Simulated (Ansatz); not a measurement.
Zinc-blende ZnSe: LO phonon frequency at X by level of theory

No measured value is used here.

| level (code) | value (cm⁻¹) | cell (Å³/atom) |
|---|---|---|
| LDA (Ansatz) | ___ | 21.57 |
| PBE (Ansatz) | 191 | 23.55 |
| r²SCAN (Ansatz) | 200 | 22.73 |

Task: Fill in the missing entries.

Result: 
- LDA (Ansatz, a first-principles code), value (cm⁻¹): 205

Each level is taken at its own relaxed cell. Cutoffs and k meshes differ between the levels. Ansatz's density-functional and Hartree–Fock values are scalar-relativistic unless marked +SOC, with PAW data made under PBE.
